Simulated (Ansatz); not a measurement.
Worked example: Al–GaH₂, quintet against Al–GaH2, triplet

Geometry (PBE0/def2-TZVP stationary point of a triplet), kept for both states (Al–GaH2, triplet: B1; Al–GaH2, quintet: A2):

```yaml
atoms:
  - { symbol: Al, position_ang: [0.0000, 0.0000, 1.8190] }
  - { symbol: Ga, position_ang: [0.0000, 0.0000, -0.6648] }
  - { symbol: H, position_ang: [0.0000, 1.4073, -1.3528] }
  - { symbol: H, position_ang: [0.0000, -1.4073, -1.3528] }
```

Basis 6-31G (Cartesian d functions); Ansatz 0.2.0. Correlated methods freeze the noble-gas cores and the filled d shells of p-block atoms. Prefix R: restricted or restricted open-shell reference. No spin–orbit coupling is included, and no scalar relativity.

Full CI is exact within this basis and frozen core; it isn't the basis-set limit.

| level | E(Al–GaH2, triplet) (hartree) | E(Al–GaH2, quintet) (hartree) |
| --- | --- | --- |
| RCCSD(T) | -2165.991832 | -2165.860466 |
| PBE | -2167.596212 | -2167.452298 |
| B3LYP | -2168.105465 | -2167.951594 |
| full CI | -2165.992854 | -2165.861182 |

Give the vertical gap, Al–GaH2 quintet less Al–GaH2 triplet, at each level in eV (1 hartree = 27.2114 eV), and each error against full CI.

full CI: (-2165.861182 − (-2165.992854)) × 27.2114 = 3.583 eV (the reference)
B3LYP: (-2167.951594 − (-2168.105465)) × 27.2114 = 4.187 eV, error 0.604 eV
PBE: (-2167.452298 − (-2167.596212)) × 27.2114 = 3.916 eV, error 0.333 eV
RCCSD(T): (-2165.860466 − (-2165.991832)) × 27.2114 = 3.575 eV, error -0.008 eV

Total energies of functionals can't be set beside those of wave-function methods, since they hold the core's correlation and their own absolute errors; only the differences compare.

The set has no polarisation functions, so the order and spacing of states can differ from the basis-set limit.

In so small a basis the reference is far from its limit while semilocal and hybrid functionals are nearer theirs, so the functionals' errors here hold much of the reference's basis and frozen-core error, which can add to them or hide them.

Each level lands on the state that its own search finds. T1 diagnostics of restricted CCSD: 0.044 and 0.024.
